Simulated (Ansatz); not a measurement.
# H2Sn2: the cost of one run

Method: the settings change from run to run; program: Ansatz 0.2.0, Gaussian basis.

2 further runs of the same task are left out: 2 set aside as unsound or not needed. Runs told in other sessions of the task aren't counted.

### 1 The relaxed structure

The geometry comes from an earlier relaxation with PBE-D4 in a triple-zeta def2 set; it is a stationary point. Sn takes a core potential in def2 sets; no spin-orbit term is included.

4 atoms, charge -1, spin multiplicity 2.

Atoms are counted from 1 here; the program's logs count them from 0.

Bond lengths: Sn1–Sn2 2.816 Å, Sn1–H4 1.814 Å, Sn2–H3 1.814 Å. Angles: Sn2–Sn1–H4 96.2°, Sn1–Sn2–H3 96.2°.

Geometry (Å):

| atom | x (Å) | y (Å) | z (Å) |
| --- | --- | --- | --- |
| Sn1 | -0.1574 | -1.3908 | -0.2281 |
| Sn2 | -0.1685 | 1.3998 | 0.1521 |
| H3 | -0.2484 | 1.3512 | 1.9639 |
| H4 | 0.5743 | -1.3602 | -1.8879 |

### 2 wB97M-V/def2-TZVPD

This run has restricted open-shell orbitals, relativity set to scalar.

in.yaml

```yaml
crystal:
  periodic: [false, false, false]
  atoms:
    - {symbol: Sn, position_ang: [-0.157382, -1.390758, -0.228135]}
    - {symbol: Sn, position_ang: [-0.168495, 1.399801, 0.152121]}
    - {symbol: H, position_ang: [-0.248431, 1.351171, 1.963940]}
    - {symbol: H, position_ang: [0.574308, -1.360214, -1.887925]}
basis:
  gaussian: {orbitals: def2-TZVPD}
total_charge: -1
magnetization: {spin_polarized: false, initial_magnetization: 1}
hamiltonian: {xc: {name: wB97M-V}, pseudopotentials: {relativity: scalar}}
output: {forces: true}
```

Run with:

```sh
> ansatz run in.yaml --threads 4 --pin off --events-out ev --progress --plain --max-ram 3916MiB
```

Q: Estimate wall time and peak memory on 4 threads of Arm Neoverse V2, shared host.

About 24 s, with a peak of 0.68 GiB.
